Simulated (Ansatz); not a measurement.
# ClH2: the cost of one run

Method: the levels named in each step, in Ansatz 0.2.0.

## Step 1: Starting point

Bond lengths: Cl1–H2 1.294 Å, Cl1–H3 1.294 Å. Angles: H2–Cl1–H3 98.9°.

As a file:

```xyz
3

Cl    0.0001    0.0453   -0.0003
H    -0.9856   -0.7933    0.0002
H     0.9812   -0.7987    0.0092
```

## Step 2: A rough first relaxation, PBE-D4/def2-SVP

This run stands in another session on the same molecule. It ended at:

```xyz
3

Cl    0.0003    0.0865   -0.0005
H    -0.9777   -0.8139    0.0003
H     0.9732   -0.8193    0.0093
```

## Step 3: Relaxation, PBE0-D4/def2-TZVPP

This run stands in another session on the same molecule. It ended at:

```xyz
3

Cl    0.0002    0.0776   -0.0005
H    -0.9628   -0.8095    0.0004
H     0.9583   -0.8148    0.0092
```

## Step 4: Relaxation, CCSD(T)/cc-pV(T+d)Z

Input file input.yaml:

```yaml
crystal:
  periodic: [false, false, false]
  atoms:
    - { symbol: Cl, position_ang: [0.00022858, 0.07756923, -0.00046036] }
    - { symbol: H, position_ang: [-0.96276196, -0.80950204, 0.00037986] }
    - { symbol: H, position_ang: [0.95830338, -0.81475719, 0.0091805] }
total_charge: 1
basis:
  gaussian: { orbitals: "cc-pV(T+d)Z.json" }
correlation:
  method: ccsd_t
relax:
  f_tol: 0.002
  max_steps: 40
```

The run is started by

```sh
> ansatz run input.yaml --threads 2 --pin off --max-ram 5120MiB --backend cpu --events-out ev --progress --plain --runs-dir out
```

What time and memory should one allow on 2 threads of Intel Xeon at 2.50GHz (Skylake/Cascade Lake), shared host?

About 18 s, with a peak of 0.19 GiB.
